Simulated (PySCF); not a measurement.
Calculation: PySCF with PBE-D3(BJ)/def2-TZVP // B3LYP-D3(BJ)/def2-TZVP. All species are isolated molecules in the gas phase. 

Reference species (SMILES): `C#N` (neutral, multiplicity 1).

```json
{
 "dipole_moment": "2.93 D",
 "HOMO–LUMO gap": "8.18 eV",
 "S1 oscillator strength": "0.000",
 "HOMO": "-9.04 eV"
}
```

After one change: the dipole moment rises by 1.91 D; the HOMO–LUMO gap decreases by 2.60 eV; the S1 oscillator strength hardly moves; the HOMO rises by 2.89 eV.

Question: Which change was made? The new species is one of these.
A) `N#CC1CC1`
B) `COC#N`
C) `CNC#N`
D) `C#CC#N`

Answer: C, `CNC#N`
